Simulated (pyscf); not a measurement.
`[OH][Nb]([F])([F])([F])[Cl]` + `[FH]` → `[OH][Nb]([F])([F])([F])[F]` + `[ClH]` (four-centre exchange; singlet surface; Cl–Nb, F–H broken, F–Nb, Cl–H formed). PySCF, gas phase, ωB97X-D3(BJ)/def2-SVP geometries. Energies in kJ/mol from the separated reactants.

| level | barrier | reaction energy |
|---|---|---|
| ωB97X-D3(BJ)/def2-TZVP | -9.2 | -16.8 |
| PBE/def2-TZVP | -11.4 | -27.7 |
| r²SCAN/def2-TZVP | ? | ? |
| B3LYP-D3(BJ)/def2-TZVP | -4.6 | -24.5 |
| M06-2X/def2-TZVP | -11.1 | -16.1 |
| HF/def2-TZVP | ? | -33.3 |

Q: Some entries are withheld; supply them.

A: 
- r²SCAN/def2-TZVP, barrier: -18.8
- r²SCAN/def2-TZVP, reaction energy: -27.8
- HF/def2-TZVP, barrier: 42.5

On the reactant side the descent ends in an adduct with a F–Nb contact, 40.1 kJ/mol under the separated species and 30.9 kJ/mol under the saddle at ωB97X-D3(BJ)/def2-TZVP. On the product side the descent ends in an adduct with a Cl–Nb contact, 38.6 kJ/mol under the separated species and 46.2 kJ/mol under the saddle at ωB97X-D3(BJ)/def2-TZVP. At ωB97X-D3(BJ), PBE, r²SCAN, B3LYP-D3(BJ), M06-2X the saddle lies under the separated reactants, which points to a path from their complex (located at ωB97X-D3(BJ) alone). What is counted as formed (F–Nb) is already present as a longer contact in the reactant adduct; forming that adduct is a step of its own. What is counted as broken (Cl–Nb) persists as a longer contact in the product adduct; parting that adduct is a step of its own. One saddle was located; it need not be the lowest between these sides. Elements past Kr carry the def2 core potentials, without spin-orbit coupling.
